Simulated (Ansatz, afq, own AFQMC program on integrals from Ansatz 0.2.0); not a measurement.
CHB, singlet in 6-31G, levels against full CI

```json
{"atom": "B", "x (Å)": "0.0000", "y (Å)": "0.0000", "z (Å)": "0.0901"}
{"atom": "C", "x (Å)": "0.0000", "y (Å)": "0.0000", "z (Å)": "-1.3588"}
{"atom": "H", "x (Å)": "0.0000", "y (Å)": "0.0000", "z (Å)": "1.2688"}
```

Connectivity, by distances: BH–C.

Basis 6-31G. Only valence electrons are correlated. Integrals, coupled cluster, full CI and functionals: Ansatz 0.2.0; the random walks run on the same integrals in our own AFQMC program. ph-AFQMC/CISD is guided by a CISD state made of CCSD amplitudes; releasing the constraint for a short imaginary time cuts its bias at the price of noise, slowly where states lie close. ± is one standard error of the sampling.

Determinant: RHF, the one that the program's search chose, which needn't be the lowest solution. The geometry is a PBE0/def2-TZVP stationary point of this or a neighbouring charge and spin state.

Full CI on the same integrals is exact in this basis and with this determinant's frozen core.

Cautions: another spin lies lower (by 931 meV); restricted determinant unstable towards unrestricted (UHF 931 meV lower, ⟨S²⟩ 1.00); the CCSDTQ amplitudes may be one of several solutions (largest double 0.95); the ph-AFQMC/CISD walk drifts between its halves (2.6 errors); the released energy hasn't reached full CI (59 meV above it at 1.62 1/Eh, later times being too noisy to tell), so no released level is given (meV from the phaseless value at times in 1/Eh: -7 ± 4 at 0.24, -13 ± 4 at 0.51, -15 ± 4 at 0.99, -13 ± 4 at 1.62, -22 ± 8 at 2.40); the determinant fills πx and πy unequally, so it mixes two states of the linear molecule, and each level undoes that mixture to a different degree, while full CI gives the lower state; CCSDTQ on the UHF determinant differs (810 meV lower), perhaps since the unrestricted series falls towards higher spin.

The T1 diagnostic is 0.0134, the weight of the determinant in the CISD state is 0.882 and the size of the correlated space is 8 electrons in 18 orbitals.

Reference: full CI, correlation energy -3.942 eV. The cautions show a poor starting determinant, so the rows tell how each method copes with it here, and full CI is the sure value.

| level | E − E(reference) (kcal/mol) | share of correlation (%) |
| --- | --- | --- |
| HF | 90.92 | 0.00 |
| MP2 | 24.25 | 73.33 |
| CCSD | 4.93 | 94.58 |
| CCSD(T) | 2.27 | 97.50 |
| CCSDT | 1.32 | 98.54 |
| CCSDT(Q) | 0.60 | 99.34 |
| CCSDTQ | 0.07 | 99.92 |
| ph-AFQMC/CISD | 1.67 ± 0.10 | 98.16 |

CCSDT and higher add their correlation energy to the determinant of the CCSD(T) run, since their own runs factorise the integrals more tightly (a shift of under 2 meV).
